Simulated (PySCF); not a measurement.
How the method moves the gas-phase deprotonation enthalpies of methanesulfonic acid

Structure: `CS(=O)(=O)O` (CH4O3S). Numbering: `[CH3:1][S:2](=[O:3])(=[O:4])[OH:5]`

All levels share the PBE0-D3(BJ)/ma-def2-SVP structures and the PBE0-D3(BJ)/ma-def2-SVP thermal terms; only the single-point energies (PySCF) change. Values are gas-phase deprotonation enthalpies (298 K, kJ/mol).

Measured (NIST Chemistry WebBook): deprotonation enthalpy (ΔH) 1343 kJ/mol.

| level | O5 | C1 | time |
| --- | --- | --- | --- |
| PBE-D3(BJ)/ma-def2-TZVP | 1331 | 1507 | 53 s |
| HSE06/ma-def2-TZVP | 1336 | 1520 | 59 s |
| PBE0-D3(BJ)/ma-def2-TZVP | 1339 | 1522 | – |
| PBE0-D3(BJ)/pcseg-2 | 1345 | 1524 | 24 s |
| HF/ma-def2-TZVP | 1346 | 1557 | 8.1 s |
| PBE0-D3(BJ)/6-31G | 1352 | 1491 | 4.6 s |
| PBE0-D3(BJ)/6-31G* | 1365 | 1567 | 6.3 s |
| PBE0-D3(BJ)/cc-pVDZ | 1395 | 1551 | 7.4 s |

Times are wall times for all single points of a level on 1 thread of Arm Neoverse V1, a shared host; the dash marks the run that also made the structures. HSE06, PBE ran on a slower path of this set-up, which computes the density-fitting integrals anew in every SCF cycle while the other levels store them. So the times needn't show the usual order of cost, and those levels read slower than they are.

Hartree-Fock leaves out electron correlation, so its deprotonation energies can be off by tens of kJ/mol.

The widest spread is that of C1: 75 kJ/mol, from 1491 to 1567.

Bases without diffuse functions serve anions poorly.

Differences come from unrounded values, so a last digit can differ from that of the printed terms.
